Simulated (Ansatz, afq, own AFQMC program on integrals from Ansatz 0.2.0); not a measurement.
AFQMC, coupled cluster and functionals along a coordinate of AlH, triplet

```xyz
2

Al    0.0000    0.0000    0.0000
H     0.0000    0.0000    1.6045
```

The Al1–H2 distance is changed with both sides rigid. Energies in mEh count from this geometry (1.605 Å) at the same level; the start stands on UHF, each point on the determinant named.

Basis cc-pVTZ. Noble-gas cores (and the filled d shells of Ga–Kr and In–Xe) are frozen. Integrals, coupled cluster, full CI and functionals: Ansatz 0.2.0; the random walks run on the same integrals in our own AFQMC program. The CISD trial takes its coefficients from CCSD amplitudes. Released means that phaseless walkers are propagated on without the constraint, phases kept. Uncertainties: one standard error, sampling alone.

Cautions, each for one point or more: lower spins were not checked; raised T1 diagnostic; unrestricted determinant spin contaminated.

```json
{"r(Al1–H2) / Å": "1.419", "det.": "UHF", "T1": "0.024", "weight": "0.95", "⟨S²⟩": "2.00", "PBE": "10.7", "CCSD": "9.5", "CCSD(T)": "9.6"}
{"r(Al1–H2) / Å": "1.768", "det.": "UHF", "T1": "0.031", "weight": "0.94", "⟨S²⟩": "2.02", "PBE": "3.2", "CCSD": "4.5", "CCSD(T)": "4.3"}
{"r(Al1–H2) / Å": "2.224", "det.": "UHF", "T1": "0.042", "weight": "0.91", "⟨S²⟩": "2.10", "PBE": "27.4", "CCSD": "30.2", "CCSD(T)": "29.8"}
{"r(Al1–H2) / Å": "2.970", "det.": "UHF", "T1": "0.020", "weight": "0.93", "⟨S²⟩": "2.03", "PBE": "44.8", "CCSD": "43.9", "CCSD(T)": "44.1"}
{"r(Al1–H2) / Å": "4.426", "det.": "UHF", "T1": "0.016", "weight": "0.93", "⟨S²⟩": "2.02", "PBE": "47.5", "CCSD": "45.2", "CCSD(T)": "45.5"}
```

(1) Estimate the curve of full CI, counted from the same start.

Results:

(1) 
```tsv
r(Al1–H2) / Å	det.	T1	weight	⟨S²⟩	FCI	ph-AFQMC/CISD	CCSDT(Q)
1.419	UHF	0.024	0.95	2.00	9.7	9.6 ± 0.08	9.7
1.768	UHF	0.031	0.94	2.02	4.2	4.4 ± 0.04	4.2
2.224	UHF	0.042	0.91	2.10	29.6	29.9 ± 0.04	29.6
2.970	UHF	0.020	0.93	2.03	44.1	44.2 ± 0.04	44.1
4.426	UHF	0.016	0.93	2.02	45.6	45.6 ± 0.04	45.6
```

Weight is that of the determinant in the CISD state; at the start T1 is 0.027 and the weight 0.95, and ⟨S²⟩ is 2.01. Largest departures from full CI: CCSD(T) 0.2 mEh at 2.224 (on UHF), ph-AFQMC/CISD 0.3 mEh at 2.224 (on UHF), CCSDT(Q) 0.0 mEh at 2.224 (on UHF), PBE -2.2 mEh at 2.224, CCSD 0.5 mEh at 2.224 (on UHF). Functionals count only at points shown to share the start's state and spin.

CCSDT and higher add their correlation energy to the determinant of the CCSD(T) run, since their own runs factorise the integrals more tightly (a shift of under 2 meV). A walk keeps the symmetry of its determinant, which the program's search chose and which needn't be the lowest solution, so a lower state of the same spin and another symmetry isn't excluded.
